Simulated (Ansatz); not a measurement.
`Cc1ccccn1` from Hartree–Fock to CCSD(T)

```xyz
14

C     1.2574   -1.0392   -1.4979
C     0.4131   -0.2788   -0.5257
C    -0.0953   -0.8776    0.6237
C    -0.8712   -0.1278    1.4908
C    -1.1185    1.1994    1.1858
C    -0.5704    1.7096    0.0185
N     0.1743    1.0004   -0.8187
H     1.4030   -2.0737   -1.1854
H     0.7918   -1.0313   -2.4861
H     2.2341   -0.5610   -1.6015
H     0.1186   -1.9197    0.8310
H    -1.2769   -0.5749    2.3916
H    -1.7197    1.8275    1.8316
H    -0.7404    2.7472   -0.2575
```

Charge 0, multiplicity 1. Geometry: relaxed with PBE0-D4/def2-TZVP. Frozen core, restricted reference, Ansatz. CBS rows extrapolate triple and quadruple zeta; past MP2 they add the triple-zeta difference.

```csv
basis,HF (Eh),MP2 corr.
def2-SVP,-285.52499,-0.94837
def2-TZVPP,-285.83990,-1.15482
def2-QZVPP,-285.85211,-1.22909
```

(1) Estimate the CCSD correlation energy and the (T) correction in each basis where they were run (hartree).

## Answers

(1) 
| basis | CCSD corr. | (T) |
| --- | --- | --- |
| def2-SVP | -0.99388 | -0.04193 |
| def2-TZVPP | -1.18247 | -0.06120 |
| CBS(def2) | -1.31176 | as TZ |
